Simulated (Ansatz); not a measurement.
Two isomers of C3H6FN: A = `NC/C=C\F`, B = `C/C(F)=C/N`.

Calculated with Ansatz (gas phase, PBE0-D4/def2-TZVP geometries, no zero-point term in ΔE). CBS: MP2 limit from def2 TZ/QZ plus the TZ coupled-cluster correction, frozen cores. Double bonds are as drawn, so ΔE can hold a change between cis and trans. DFT in def2-TZVPP. B3LYP here is the variant with VWN-RPA as its local correlation; programs differ in this. One conformer a species, not always the lowest.

Q: Which isomer does CCSD(T)/CBS put lower? Give the gap. (Best estimate.)

A: The calculation gave: B, by 8.5 kcal/mol.

Q: Give E(B) − E(A) in kcal/mol with CCSD/def2-TZVPP, CCSD(T)/def2-TZVPP, HF/def2-TZVPP, B3LYP-D4, PBE-D4, PBE0-D4, B2PLYP. (Estimate.)

A: Computed: CCSD/def2-TZVPP -7.9, CCSD(T)/def2-TZVPP -8.1, HF/def2-TZVPP -7.5, B3LYP-D4 -10.0, PBE-D4 -10.9, PBE0-D4 -10.4, B2PLYP -9.4. None reverses the order clearly.

Largest T1 diagnostic: 0.012.
